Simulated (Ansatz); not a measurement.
What does this script print? It uses Ansatz's Python interface.

The script, `md.py`:
```python
"""Molecular dynamics of one AlClO molecule."""

import logging
import sys

import ansatz as az
import numpy as np

logging.basicConfig(stream=sys.stdout, format="%(levelname)s %(message)s")
logger = logging.getLogger("alclo")
logger.setLevel(logging.INFO)

GEOMETRY = """
O     0.10747    1.69426    0.24596
Al    0.00934    0.14722    0.02138
Cl   -0.11682   -1.84149   -0.26733
"""

molecule = az.Crystal.molecule()
for line in GEOMETRY.strip().splitlines():
    symbol, *xyz = line.split()
    molecule = molecule.atom(symbol, [float(v) for v in xyz])

base = (
    molecule.calculation()
    .basis(gaussian="def2-SVP")
    .functional("blyp")
)
symbols = [site.symbol for site in molecule.cartesian_sites]
start = np.array([site.position_ang for site in molecule.cartesian_sites], dtype=float)
rep = base.relax(force_tolerance=0.02).run().report
end = np.array(rep["positions_ang"])
minimum = az.Crystal.molecule()
for symbol, place in zip(symbols, end):
    minimum = minimum.atom(symbol, place.tolist())

# dynamics from the relaxed geometry
base = (
    minimum.calculation()
    .basis(gaussian="def2-SVP")
    .functional("blyp")
    .md("nvt_langevin", timestep=1.0, steps=30, temperature=200, initial_velocities="maxwell_boltzmann", seed=48, friction=0.01)
)
frames = []
out = base.session().plan().execute(on_event=lambda e: frames.append(e["data"]) if e["event"] == "md_step" else None)
logger.info("t (fs)   E_pot (eV)      E_kin (eV)   T (K)   d(0-1) (A)")
for f in frames[::2]:
    xyz = np.array(f["positions_ang"])
    logger.info(f"{f['time_fs']:6.2f} {f['lagrangian_ev']:14.5f} {f['e_kin_ev']:10.5f} {f['temperature_k']:8.1f} {np.linalg.norm(xyz[0] - xyz[1]):9.4f}")
print("mean temperature", round(float(np.mean([f["temperature_k"] for f in frames])), 1), "K")
symbols = [site.symbol for site in molecule.cartesian_sites]
with open("last_frame.xyz", "w") as handle:
    handle.write(f"{len(symbols)}\nt = {frames[-1]['time_fs']} fs\n")
    handle.writelines("{:2s} {:10.5f} {:10.5f} {:10.5f}\n".format(s, *xyz) for s, xyz in zip(symbols, frames[-1]["positions_ang"]))
```

```console
$ python md.py
INFO t (fs)   E_pot (eV)      E_kin (eV)   T (K)   d(0-1) (A)
INFO   0.00   -21160.01546    0.05170    133.3    1.6223
INFO   2.00   -21160.01382    0.03758     96.9    1.6140
INFO   4.00   -21160.01049    0.04347    112.1    1.6078
INFO   6.00   -21160.00718    0.03387     87.4    1.6038
INFO   8.00   -21160.00733    0.04489    115.8    1.6048
INFO  10.00   -21160.00953    0.05993    154.5    1.6104
INFO  12.00   -21160.00996    0.07557    194.9    1.6189
INFO  14.00   -21160.00706    0.08945    230.7    1.6281
INFO  16.00   -21160.00157    0.09797    252.6    1.6364
INFO  18.00   -21159.99547    0.09588    247.3    1.6427
INFO  20.00   -21159.99165    0.08238    212.4    1.6455
INFO  22.00   -21159.99038    0.09208    237.5    1.6452
INFO  24.00   -21159.99144    0.08699    224.3    1.6403
INFO  26.00   -21159.99111    0.09670    249.4    1.6317
INFO  28.00   -21159.98507    0.10320    266.1    1.6244
INFO  30.00   -21159.97602    0.07664    197.6    1.6194
mean temperature 187.4 K
```

File `last_frame.xyz` afterwards:
```text
3
t = 30.0 fs
O     0.15847    1.77582    0.20792
Al   -0.10213    0.19676   -0.03903
Cl   -0.03589   -1.92086   -0.21691
```

Notes:
- Total energies depend on the basis set; only differences at equal settings carry meaning.
- The trajectory is only some femtoseconds long, so its temperature is not equilibrated; where the script doesn't relax first, it starts from a rough generated geometry.
- The printed temperature counts all 3N degrees of freedom under Langevin dynamics, so the first row lies under the target.
- The whole script took 32 s on 1 thread of Arm Neoverse V1, on a shared host, peak memory 0.18 GiB.

(Lines on the test bed's own set-up are left out of the output.)
